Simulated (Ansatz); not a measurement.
## Ansatz (development build ahead of 0.2.0) run

```yaml
crystal:
  periodic: [false, false, false]
  atoms:
    - { symbol: F, position_ang: [0.0, -0.35353, -1.09853] }
    - { symbol: H, position_ang: [0.0, 0.4188, -0.73473] }
    - { symbol: F, position_ang: [0.0, 0.35353, 1.09853] }
    - { symbol: H, position_ang: [0.0, -0.4188, 0.73473] }
basis:
  gaussian: { orbitals: def2-TZVP }
hamiltonian:
  xc: hf
correlation:
  method: mp2
  frozen_orbitals: { F: 1, H: 0 }
```

The input is written out in the form of the current development build from the run's settings.

Output:

| Property | Result |
| --- | --- |
| Converged | yes |
| Reference energy | -200.11731 hartree |
| Correlation energy | -0.52985 hartree |
| Total energy | -200.64716 hartree |
| Spin squared of the determinant | 0.000 |
